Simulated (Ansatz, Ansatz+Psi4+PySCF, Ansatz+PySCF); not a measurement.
```tsv
atom	x (Å)	y (Å)	z (Å)
C	-0.0331	1.4520	0.0000
C	1.1875	0.7315	0.0000
C	1.1786	-0.6805	0.0000
C	-0.0397	-1.3941	0.0000
C	-1.2740	-0.6973	0.0000
C	-1.2097	0.6984	0.0000
H	-0.0429	2.5479	0.0000
H	2.1838	1.2999	0.0000
H	2.1280	-1.2286	0.0000
H	-0.0338	-2.5412	0.0000
H	-2.2280	-1.2368	0.0000
```

Basis set: cc-pVTZ (spherical functions). Correlated methods keep 6 orbitals frozen. Correlation on ROHF uses semicanonical orbitals with singles. Charge 0, multiplicity 2.

Computed with Ansatz (development build ahead of 0.2.0); each method stands on the lowest determinant of its kind that the runs found.

Give the atomization energy at this shape (free ground-state atoms in the same class of orbitals less the molecule, no zero-point energy) of doublet C₆H₅ by ROHF-MP2, UHF-MP2, UHF.

```
  method  atomization energy
ROHF-MP2            53.99 eV
 UHF-MP2            52.76 eV
     UHF            40.29 eV
```

Caution: the shape is not the minimum. Caution for UHF-MP2, UHF: the unrestricted determinant is spin contaminated.
